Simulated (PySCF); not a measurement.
A geometry optimisation, step by step.

Compound: C₄H₈P (charge +1).
Bonds: C1–C2, C2–P3, P3–C4, C4–C5 (double), P3–C5. Hydrogens: H6, H7, H8 on C1; H9, H10 on C2; H11 on P3; H12 on C4; H13 on C5.
Bond orders are those of one Lewis drawing.

Computed by this run: PBE0-D3(BJ)/def2-SVP geometry optimisation, gas phase (PySCF 2.14.0); density fitting, grid level 1; the optimiser is geomeTRIC in internal coordinates, started from a GFN2-xTB structure. 8 of its 9 geometries are shown. The frame can shift and turn from step to step; on so coarse a grid that alone can change the energy by a few meV, and forces under 0.02 eV/Å are noise.

Step 0: E = -13543.8299 eV, largest atomic force 1.746 eV/Å
```
atom  x, y, z in Å  |  force x, y, z in eV/Å
C1     -1.483   -0.626    0.295    0.335   0.320  -0.205
C2     -1.030    0.550   -0.560    0.404  -0.268   0.251
P3      0.794    0.752   -0.490   -0.101  -1.233   0.968
C4      1.738    0.196    0.918   -0.444  -0.374  -1.643
C5      1.872   -0.621   -0.123   -0.741   1.439   0.654
H6     -2.564   -0.719    0.227   -0.411  -0.008  -0.046
H7     -1.224   -0.483    1.342    0.056   0.022   0.402
H8     -1.045   -1.561   -0.049    0.120  -0.379  -0.106
H9     -1.482    1.487   -0.217    0.028   0.329   0.022
H10    -1.309    0.408   -1.610    0.069   0.067  -0.316
H11     1.358    1.780   -1.220    0.137   0.581  -0.440
H12     2.030    0.361    1.934    0.204   0.195   0.793
H13     2.340   -1.521   -0.465    0.345  -0.691  -0.335
```

Step 1: E = -13543.8691 eV, largest atomic force 0.575 eV/Å
```
atom  x, y, z in Å  |  force x, y, z in eV/Å
C1     -1.509   -0.509    0.455   -0.072  -0.034   0.040
C2     -1.004    0.682   -0.346   -0.038  -0.005   0.069
P3      0.799    0.736   -0.413    0.051  -0.055  -0.570
C4      1.900   -0.117    0.663   -0.298   0.355   0.176
C5      1.740   -0.746   -0.491    0.359  -0.180   0.332
H6     -2.607   -0.540    0.399    0.033   0.006   0.006
H7     -1.231   -0.431    1.517   -0.006  -0.011  -0.011
H8     -1.129   -1.465    0.064   -0.027   0.019  -0.012
H9     -1.348    1.646    0.068    0.053  -0.023  -0.013
H10    -1.331    0.651   -1.403    0.054   0.010   0.075
H11     1.293    1.819   -1.184   -0.026  -0.054   0.184
H12     2.346   -0.078    1.662    0.094  -0.185  -0.170
H13     2.089   -1.644   -1.014   -0.177   0.158  -0.105
```

Step 2: E = -13543.8936 eV, largest atomic force 0.390 eV/Å
```
atom  x, y, z in Å  |  force x, y, z in eV/Å
C1     -1.516   -0.509    0.463    0.013   0.005  -0.004
C2     -1.000    0.673   -0.348    0.008  -0.019   0.031
P3      0.802    0.727   -0.442   -0.003  -0.181  -0.220
C4      1.881   -0.112    0.665   -0.209   0.317   0.090
C5      1.765   -0.739   -0.493    0.197  -0.142   0.171
H6     -2.614   -0.520    0.419    0.000   0.018  -0.002
H7     -1.226   -0.437    1.521    0.010   0.000  -0.006
H8     -1.160   -1.471    0.066   -0.009   0.004  -0.012
H9     -1.326    1.643    0.065    0.016   0.013   0.003
H10    -1.336    0.643   -1.400   -0.023   0.007   0.005
H11     1.298    1.823   -1.181   -0.007   0.051   0.088
H12     2.317   -0.092    1.666    0.103  -0.111  -0.038
H13     2.120   -1.624   -1.026   -0.095   0.038  -0.105
```

Step 3: E = -13543.9103 eV, largest atomic force 0.100 eV/Å
```
atom  x, y, z in Å  |  force x, y, z in eV/Å
C1     -1.532   -0.507    0.463    0.002   0.006  -0.006
C2     -1.002    0.660   -0.354    0.045  -0.030  -0.004
P3      0.799    0.697   -0.468    0.014  -0.082   0.010
C4      1.875   -0.097    0.671   -0.067   0.073  -0.006
C5      1.804   -0.742   -0.481   -0.032  -0.008  -0.007
H6     -2.630   -0.480    0.443   -0.016  -0.005   0.016
H7     -1.216   -0.451    1.515    0.009  -0.007   0.003
H8     -1.218   -1.477    0.051   -0.001  -0.007  -0.004
H9     -1.293    1.639    0.064   -0.009   0.019   0.016
H10    -1.359    0.640   -1.397   -0.016   0.013  -0.030
H11     1.288    1.823   -1.158    0.017   0.080  -0.014
H12     2.324   -0.092    1.665    0.042  -0.003   0.052
H13     2.167   -1.608   -1.036    0.011  -0.049  -0.027
```

Step 5: E = -13543.9120 eV, largest atomic force 0.027 eV/Å
```
atom  x, y, z in Å  |  force x, y, z in eV/Å
C1     -1.525   -0.510    0.456   -0.001  -0.004  -0.008
C2     -1.000    0.663   -0.358   -0.006   0.010  -0.002
P3      0.799    0.695   -0.479    0.010   0.006  -0.002
C4      1.865   -0.089    0.674    0.011  -0.017   0.017
C5      1.797   -0.749   -0.471   -0.012   0.009  -0.017
H6     -2.623   -0.477    0.459    0.003   0.004   0.004
H7     -1.188   -0.468    1.502    0.005  -0.003  -0.001
H8     -1.224   -1.477    0.028   -0.004   0.000  -0.002
H9     -1.286    1.640    0.071   -0.004  -0.008   0.004
H10    -1.369    0.653   -1.399    0.006   0.004   0.004
H11     1.292    1.830   -1.159   -0.006  -0.014  -0.003
H12     2.316   -0.081    1.669   -0.006   0.009  -0.009
H13     2.153   -1.624   -1.019    0.005   0.002   0.014
```

Step 6: E = -13543.9124 eV, largest atomic force 0.030 eV/Å
```
atom  x, y, z in Å  |  force x, y, z in eV/Å
C1     -1.523   -0.511    0.450   -0.006  -0.010  -0.002
C2     -1.000    0.666   -0.358   -0.008   0.000   0.008
P3      0.800    0.693   -0.481    0.002   0.029  -0.009
C4      1.864   -0.086    0.677    0.006  -0.008   0.017
C5      1.793   -0.753   -0.464    0.001  -0.001  -0.008
H6     -2.621   -0.473    0.466    0.003   0.004   0.002
H7     -1.174   -0.482    1.493    0.000  -0.002  -0.002
H8     -1.232   -1.476    0.010   -0.005   0.003  -0.003
H9     -1.284    1.640    0.080    0.004  -0.007   0.002
H10    -1.372    0.665   -1.397    0.012   0.001   0.003
H11     1.293    1.825   -1.166    0.000  -0.023  -0.005
H12     2.316   -0.071    1.671   -0.008   0.003  -0.012
H13     2.149   -1.634   -1.004   -0.002   0.010   0.007
```

Step 7: E = -13543.9128 eV, largest atomic force 0.038 eV/Å
```
atom  x, y, z in Å  |  force x, y, z in eV/Å
C1     -1.524   -0.514    0.442   -0.006  -0.009   0.001
C2     -0.999    0.671   -0.356   -0.006  -0.011   0.015
P3      0.800    0.690   -0.483   -0.010   0.035  -0.009
C4      1.864   -0.081    0.680    0.002   0.006   0.006
C5      1.790   -0.758   -0.454    0.012  -0.011   0.009
H6     -2.621   -0.464    0.473    0.002   0.003  -0.001
H7     -1.160   -0.503    1.480   -0.003   0.001  -0.002
H8     -1.248   -1.474   -0.017   -0.004   0.004  -0.003
H9     -1.277    1.641    0.093    0.008  -0.003   0.001
H10    -1.375    0.682   -1.394    0.011   0.000   0.000
H11     1.295    1.815   -1.179    0.006  -0.020  -0.008
H12     2.318   -0.055    1.674   -0.006  -0.004  -0.007
H13     2.144   -1.646   -0.983   -0.006   0.011  -0.005
```

Step 8: E = -13543.9131 eV, largest atomic force 0.028 eV/Å
```
atom  x, y, z in Å  |  force x, y, z in eV/Å
C1     -1.526   -0.515    0.434   -0.003  -0.004   0.001
C2     -0.997    0.674   -0.353   -0.002  -0.013   0.013
P3      0.802    0.688   -0.485   -0.014   0.022  -0.004
C4      1.866   -0.075    0.684    0.002   0.013  -0.005
C5      1.788   -0.763   -0.444    0.014  -0.014   0.019
H6     -2.622   -0.454    0.478    0.000   0.001  -0.002
H7     -1.152   -0.524    1.468   -0.003   0.002  -0.001
H8     -1.266   -1.472   -0.042   -0.001   0.003  -0.001
H9     -1.270    1.641    0.107    0.005   0.001   0.001
H10    -1.375    0.698   -1.390    0.005   0.002  -0.002
H11     1.298    1.803   -1.193    0.006  -0.010  -0.008
H12     2.322   -0.040    1.676   -0.004  -0.007   0.001
H13     2.140   -1.656   -0.964   -0.006   0.007  -0.011
```

Task: Summarise the path.

Result: The energy falls by 8.03 kJ/mol from step 0 to step 8; nine tenths of that is first reached at step 3. It falls at every step. The largest force goes from 1.746 to 0.028 eV/Å. Among the bonds C2–P3 changes most, from 1.836 to 1.804 Å; the atoms move by 0.058 Å rms after alignment.

The cost below is that of the whole optimisation. Hardware: an Arm Neoverse V2 with one thread, on a shared host. Cost: 26 s, 0.49 GiB resident at most.
